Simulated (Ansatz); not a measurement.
# One shape, several levels: BH2 (boron dihydride)

Aim: a comparison of 6 runs (U-revPBE/3-21G, UB2PLYP/3-21G, UB3LYP/6-311G**, UBLYP/6-311G**, UCAM-B3LYP/6-311G**, UCCSD/6-311G**) of BH2 (boron dihydride). 

The results are computed with Ansatz 0.2.0.

58 further runs of the same task are left out: 58 set aside as unsound or not needed.

## Step 1: The molecule

BH2 has 3 atoms, charge 0, and is taken as a doublet. As SMILES, `[BH2]`. The H3–B1 distance was set to 2.898 Å, away from the relaxed value. At this shape a bond of the SMILES string is far longer than usual.

Bond lengths: B1–H2 1.159 Å.

## Step 2: A single-point energy at U-revPBE/3-21G (run 1)

File job.yaml:

```yaml
crystal:
  periodic: [false, false, false]
  atoms:
    - {symbol: B, position_ang: [1.471420, 0.813085, 0.906064]}
    - {symbol: H, position_ang: [1.488600, 1.964635, 1.038404]}
    - {symbol: H, position_ang: [-0.542860, -0.819090, -0.389630]}
basis:
  gaussian: {orbitals: 3-21G.json}
hamiltonian: {xc: {name: revPBE}}
accuracy: high
magnetization: {spin_polarized: true, initial_magnetization: 1}
```

The basis set 3-21G is read from a file made from the Basis Set Exchange's data (not shown).

Started as:

```console
ansatz run job.yaml --threads 1 --pin off --max-ram 2610MiB --events-out events.jsonl --progress --plain --runs-dir runs
```

The log of the run:

```text
Warning: RAYON_NUM_THREADS=1 ignored (pool sized by the plan → 1); use --threads N
Functional definition: revPBE
  name "revPBE"
  parameter kappa = 1.245
  parameter beta = 0.06672455060314922
  exchange = pbe_x(kappa = kappa, mu = beta*pi^2/3)
  correlation = pbe_c(beta = beta)
245 factors; integrals over basis functions are off by at most 1.3e-8 eV
mean field evaluation 1: about -697.0871 eV, gradient 3.8e0 eV
mean field evaluation 2: about -697.2277 eV, gradient 3.1e0 eV
mean field evaluation 4: about -697.4498 eV, gradient 5.8e-1 eV
mean field evaluation 8: about -697.4678 eV, gradient 3.3e-2 eV
mean field evaluation 16: about -697.4678 eV, gradient 9.2e-6 eV
mean field evaluation 32: about -696.7404 eV, gradient 1.9e-3 eV
mean field -697.46784833 eV, -25.6314706654 hartree, gradient 9.9e-9 eV, S^2 1.013757; 3 other end points of the search recorded, 0 dependent functions left out
reference -697.46785078 eV, -25.6314707555 hartree; 4, 3 occupied and 9, 10 virtual orbitals, 245 factors
Total energy: -697.46785078 eV, -25.6314707555 hartree
```

Run time: 1.2 s. Hardware: 1 thread of Arm Neoverse V1, shared host.

## Step 3: The energy at UB2PLYP/3-21G (run 2)

File in.yaml:

```yaml
crystal:
  periodic: [false, false, false]
  atoms:
    - symbol: B
      position_ang: [1.471420, 0.813085, 0.906064]
    - symbol: H
      position_ang: [1.488600, 1.964635, 1.038404]
    - symbol: H
      position_ang: [-0.542860, -0.819090, -0.389630]
basis:
  gaussian: {orbitals: 3-21G.json}
magnetization: {spin_polarized: true, initial_magnetization: 1}
hamiltonian: {xc: {name: B2PLYP}}
correlation: {frozen_orbitals: {B: 1, H: 0}}
accuracy: high
```

The basis set 3-21G is read from a file made from the Basis Set Exchange's data (not shown).

Started as:

```console
ansatz run in.yaml --threads 1 --pin off --max-ram 2610MiB --events-out events.jsonl --progress --plain --runs-dir runs
```

The log of the run, shortened:

```text
Warning: RAYON_NUM_THREADS=1 ignored (pool sized by the plan → 1); use --threads N
Functional definition: B2PLYP
  name "B2PLYP"
[...]
245 factors; integrals over basis functions are off by at most 1.3e-8 eV
[...]
mean field -696.18217573 eV, -25.5842230688 hartree, gradient 4.5e-8 eV, S^2 1.062793; 5 other end points of the search recorded, 0 dependent functions left out
1 core orbitals not correlated: weight in the atoms' cores, before any rotation towards them, 1.000 or more for the frozen orbitals, at most 0.000 for the correlated occupied ones
reference -696.18219258 eV, -25.5842236882 hartree; 3, 2 occupied and 9, 10 virtual orbitals, 245 factors
second order -1.09555465 eV of doubles, -0.00000000 eV of singles
Total energy: -696.47799234 eV, -25.5950941287 hartree
```

Run time: 2.1 s. Hardware: 1 thread of Arm Neoverse V1, shared host; peak memory 0.092 GiB.

Runs 3 to 5 aren't shown in full; the table further down has their settings and results.

## Step 4: A single-point energy at UCCSD/6-311G(d,p) (run 6)

File input.yaml:

```yaml
basis:
  gaussian: {orbitals: 6-311G_st__st_.json}
crystal:
  periodic: [false, false, false]
  atoms:
    - {symbol: B, position_ang: [1.471420, 0.813085, 0.906064]}
    - {symbol: H, position_ang: [1.488600, 1.964635, 1.038404]}
    - {symbol: H, position_ang: [-0.542860, -0.819090, -0.389630]}
magnetization: {spin_polarized: true, initial_magnetization: 1}
correlation: {method: ccsd, frozen_orbitals: {B: 1, H: 0}}
accuracy: high
scf: {omitted_lower_state_checks: [cluster_reference, increment]}
```

The basis set 6-311G** is read from a file made from the Basis Set Exchange's data (not shown).

Started as:

```console
ansatz run input.yaml --threads 1 --pin off --max-ram 2610MiB --events-out events.jsonl --progress --plain --runs-dir runs
```

The log of the run, shortened:

```text
Warning: RAYON_NUM_THREADS=1 ignored (pool sized by the plan → 1); use --threads N
Functional definition: HF
  name "HF"
[...]
510 factors; integrals over basis functions are off by at most 3.0e-9 eV
[...]
mean field -697.53003410 eV, -25.6337559503 hartree, gradient 1.2e-8 eV, S^2 1.227633; 11 other end points of the search recorded, 0 dependent functions left out
1 core orbitals not correlated: weight in the atoms' cores, before any rotation towards them, 1.000 or more for the frozen orbitals, at most 0.000 for the correlated occupied ones
reference -697.53003410 eV, -25.6337559503 hartree; 3, 2 occupied and 26, 27 virtual orbitals, 510 factors
second order -1.43052460 eV of doubles, -0.00000000 eV of singles
cycle   1  -1.78234938 eV  change   -3.5e-1 eV  update   5.6e-2
[...]
cycle  38  -2.21625342 eV  change   2.8e-10 eV  update  1.1e-10
Total energy: -699.74628752 eV, -25.7152017613 hartree
Checks for a lower state left out: cluster_reference, increment
```

It took 0.77 s on 1 thread of Arm Neoverse V1, shared host; peak memory 0.092 GiB.

## Step 5: All runs side by side

| run | level | frozen core orbitals | energy (Eh) | ⟨S²⟩ | wall time |
| --- | --- | --- | --- | --- | --- |
| 1 | U-revPBE/3-21G | – | -25.631471 | 1.014 | 1.2 s |
| 2 | UB2PLYP/3-21G | 1 | -25.595094 | 1.063 | 2.1 s |
| 3 | UB3LYP/6-311G** | – | -25.801941 | 0.948 | 1.2 s |
| 4 | UBLYP/6-311G** | – | -25.779593 | 0.920 | 0.97 s |
| 5 | UCAM-B3LYP/6-311G** | – | -25.770912 | 0.971 | 1.7 s |
| 6 | UCCSD/6-311G** | 1 | -25.715202 | 1.228 | 0.77 s |

## Step 6: What came out

| quantity | value |
| --- | --- |
| run 6: total energy | -25.71520 Eh |
| run 6: correlation energy (1 core orbital frozen) | -81.4 mEh |
| run 6: ⟨S²⟩ of the reference determinant | 1.228 |
| run 6: T1 diagnostic | 0.118 |

**Reading.** Totals of different functionals can't be ranked against each other. Spin contamination of the reference: run 6 ⟨S²⟩ = 1.23, run 2 ⟨S²⟩ = 1.06, run 1 ⟨S²⟩ = 1.01, run 5 ⟨S²⟩ = 0.97, run 3 ⟨S²⟩ = 0.95, run 4 ⟨S²⟩ = 0.92. All runs together took 7.9 s, the longest 2.1 s.
